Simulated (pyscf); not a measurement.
## Routes from `[OH][Si]([OH])([F])[F]` + `[FH]`

Candidate steps break at most two bonds and form at most two. Each was searched with GFN2-xTB (tblite) first. Single points on ωB97X-D3(BJ)/def2-SVP structures (PySCF, gas phase). Energies: ωB97M-D3(BJ)/def2-TZVP, eV, from the separated reactants, singlet surface.

```json
[
 {"products": "HO–Si(F)(F)–F + H₂O", "type": "four-centre exchange", "ΔE‡": "0.56", "ΔE": "-0.35", "ΔG‡ 298 K": "1.06", "ΔG‡ 900 K": "2.13", "ν‡ (cm⁻¹)": "776i"},
 {"products": "HO–Si(OH)(F)–F + HF", "type": "four-centre exchange", "ΔE‡": "1.07", "ΔE": "0.00", "ΔG‡ 298 K": "1.58", "ΔG‡ 900 K": "2.65", "ν‡ (cm⁻¹)": "363i"}
]
```

Row 1: On the reactant side the descent ends in a bound adduct (not fully relaxed), 0.40 eV under the separated species and 0.98 eV under the saddle at ωB97X-D3(BJ)/def2-TZVP. Row 2: On the reactant side the descent ends in a complex, 0.23 eV under the separated species and 1.33 eV under the saddle at ωB97X-D3(BJ)/def2-TZVP. On the product side the descent ends in a complex (not fully relaxed), 0.24 eV under the separated species and 1.34 eV under the saddle at ωB97X-D3(BJ)/def2-TZVP. 

Plain bond fissions and candidates not yet searched are not listed, and one of them may be faster. Each barrier is that of the saddle found; lower ones may exist.
